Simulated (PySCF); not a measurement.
## C2H7N: calculation against experiment

**Measured values to compare with.**

From NIST CCCBDB Release 22 (SRD 101), experimental dipoles, for the gas: dipole moment (dielectric constant against temperature) 1.03 D.

The results are set against them at the end.

Species: C2H7N.
Atom-mapped SMILES: `[CH3:1][NH:2][CH3:3]` (hydrogens: H4, H5, H6 on C1; H7 on N2; H8, H9, H10 on C3)

Cartesian coordinates in Å at the PBE0-D3(BJ)/def2-SVP level; atoms count from 1:
```xyz
10
C2H7N angstrom
C     -1.1720   -0.1417   -0.0147
N      0.0625    0.5716   -0.2122
C      1.2384   -0.2144    0.0564
H     -1.2387   -0.9788   -0.7297
H     -2.0300    0.5197   -0.2102
H     -1.3002   -0.5768    1.0025
H      0.0723    1.4180    0.3503
H      1.3131   -1.0399   -0.6715
H      1.2677   -0.6752    1.0703
H      2.1429    0.4019   -0.0606
```

Runs made with PySCF (gas phase, on this PBE0-D3(BJ)/def2-SVP geometry; no spin–orbit coupling):

```tsv
level	job	basis functions	wall time
PBE0-D3(BJ)/def2-SVP, grid level 1	geometry optimisation from a GFN2-xTB start shaken at random	77	4.8 s
```

Hardware: Intel Xeon 6975P-C, one thread, on a shared host.

Results beside the measurements:

**Dipole moment.** Measured: 1.03 D (NIST CCCBDB Release 22 (SRD 101), experimental dipoles).

| level | computed (D) | computed − measured (D) | % (from the printed values) |
| --- | --- | --- | --- |
| PBE0-D3(BJ)/def2-SVP | 0.91 | -0.12 | -12 |

The computed dipoles belong to one fixed geometry; measured ones are averaged over vibrations unless marked μe. Magnitudes are compared, not signs.

No measured geometry was used, and the causes of the misses weren't examined.
